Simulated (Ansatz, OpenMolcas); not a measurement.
How methods differ on NO+ (nitrosonium)

NO+ has 2 atoms, charge +1, and is taken as a singlet. SMILES: `N#[O+]`. The bond length is the measured one.

```xyz
2

N     0.0000    0.0000    0.0000
O     0.0000    0.0000    1.0632
```

Quantity: the energy change with the N1–O2 bond stretched from 1.063 to 2.126 Å, in eV. The values are calculated.

```json
{"level": "HF/STO-3G (restricted)", "kind": "Hartree–Fock", "program": "OpenMolcas", "value (eV)": "10.64", "CPU time (all runs)": "3.3 s"}
{"level": "B3LYP/STO-3G (restricted)", "kind": "global hybrid", "program": "Ansatz", "value (eV)": "8.97", "CPU time (all runs)": "0.78 s"}
{"level": "r2SCAN0/STO-3G (restricted)", "kind": "hybrid meta-GGA", "program": "Ansatz", "value (eV)": "10.53", "CPU time (all runs)": "2.3 s"}
{"level": "CAM-B3LYP/STO-3G (restricted)", "kind": "range-separated hybrid", "program": "Ansatz", "value (eV)": "?", "CPU time (all runs)": "1.1 s"}
{"level": "HSE06/STO-3G (restricted)", "kind": "range-separated hybrid", "program": "Ansatz", "value (eV)": "?", "CPU time (all runs)": "1.2 s"}
{"level": "wB97X/STO-3G (restricted)", "kind": "range-separated hybrid", "program": "Ansatz", "value (eV)": "10.44", "CPU time (all runs)": "3.4 s"}
{"level": "B2PLYP/STO-3G (restricted)", "kind": "double hybrid", "program": "OpenMolcas", "value (eV)": "10.03", "CPU time (all runs)": "6.9 s"}
{"level": "CCSD(T)/STO-3G (unrestricted)", "kind": "coupled cluster or CI", "program": "Ansatz", "value (eV)": "3.98", "CPU time (all runs)": "0.48 s"}
{"level": "FCI/STO-3G", "kind": "exact in the basis", "program": "Ansatz", "value (eV)": "3.95", "CPU time (all runs)": "0.76 s"}
```

Q: Estimate the missing values from the other rows.

A: As computed at these levels: CAM-B3LYP/STO-3G (restricted): 10.10 eV; HSE06/STO-3G (restricted): 9.90 eV. Spin-restricted single references rise too steeply as a bond breaks, Hartree–Fock most of all. Perturbation and coupled-cluster corrections on them can overshoot downwards. The first shape isn't each level's own minimum. The values span 3.95 to 10.64 eV. Spin contamination of the reference (⟨S²⟩ at least 0.1 too high) touches CCSD(T)/STO-3G. All rows use very small basis sets, so even the best lies far from the true value. CPU times are rough (shared hosts, several kinds of processor): they show what a rung costs within a factor of a few.
